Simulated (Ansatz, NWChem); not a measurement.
**Worked example: vertical ionisation energy of H2O2 (hydrogen peroxide)**

H2O2 has 4 atoms, charge 0, and is taken as a singlet. As SMILES, `OO`. Geometry: relaxed at PBE0-D4/def2-TZVP.

```xyz
4

O    -0.4868   -0.5811    0.0306
O     0.0483    0.7284    0.2069
H     0.1864   -1.1170    0.4674
H     0.2521    0.9698   -0.7049
```

Both states at this one shape; open shells run unrestricted unless said. 1 Eh = 27.2114 eV.

| level | program | singlet H2O2 (Eh) | doublet [H2O2]+ (Eh) |
| --- | --- | --- | --- |
| BLYP/def2-TZVPP | Ansatz | -151.602379 | -151.194884 |
| TPSS/def2-TZVPP | NWChem | -151.634958 | -151.226635 |
| B3LYP/6-31G* (Cartesian functions) | Ansatz | -151.532600 | -151.119588 |
| CAM-B3LYP/def2-TZVPP | Ansatz | -151.571138 | -151.144259 |

Q: Work out the vertical ionisation energy at each level.

A: 
1. BLYP/def2-TZVPP: -151.194884 − (-151.602379) = 0.407495 Eh = 11.09 eV.
2. TPSS/def2-TZVPP: -151.226635 − (-151.634958) = 0.408323 Eh = 11.11 eV.
3. B3LYP/6-31G* (Cartesian functions): -151.119588 − (-151.532600) = 0.413012 Eh = 11.24 eV.
4. CAM-B3LYP/def2-TZVPP: -151.144259 − (-151.571138) = 0.426879 Eh = 11.62 eV.

No measured value is set beside it here; the levels span 11.09 to 11.62 eV.
